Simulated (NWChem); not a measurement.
# Basis-set convergence for ethylamine (C2H7N)

SMILES: CCN
```xyz
10

C      1.1909     0.4452     0.0140
C      0.0395    -0.5509    -0.0984
N     -1.2501     0.1340    -0.0057
H      2.1728    -0.0540    -0.1125
H      1.0931     1.2396    -0.7530
H      1.1963     0.9399     1.0091
H      0.1929    -1.3662     0.6578
H      0.0878    -1.0515    -1.0907
H     -2.0163    -0.5448    -0.1014
H     -1.3581     0.5332     0.9373
```
Charge 0, spin multiplicity 1.

Everything below was run with NWChem. All single points use one geometry, from PBE/def2-SVP, a minimum by its harmonic frequencies. It is one conformer; others weren't searched.

Quantity: vertical ionisation energy at the level ΔMP2 (Δ: difference of total energies, the cation a doublet at the parent's geometry; it is the state that the SCF runs reached, from PBE0 orbitals for Hartree-Fock references, and need not be the lowest).

The correlated methods keep 3 core orbitals frozen. The Pople sets run with spherical d functions. The stability of the SCF solutions was not checked. Open-shell Hartree-Fock references start from PBE0 orbitals; any time given for them includes that run.

The cost column gives rough processor time relative to STO-3G; each entry includes its own SCF.

```csv
basis,functions,vertical ionisation energy (eV),relative cost
STO-3G,22,6.75,1
3-21G,41,8.61,under 3
pcseg-1,77,?,under 3
def2-SVP,77,?,under 3
6-311++G**,115,?,9
def2-SVPD,116,9.70,8
aug-pcseg-1,132,9.70,20
def2-TZVP,135,9.73,10
cc-pVTZ,188,9.74,80
def2-TZVPP,191,9.78,70
```

Q: What belongs in the gaps?

A: 
- pcseg-1, vertical ionisation energy (eV): 9.55
- def2-SVP, vertical ionisation energy (eV): 9.41
- 6-311++G**, vertical ionisation energy (eV): 9.63
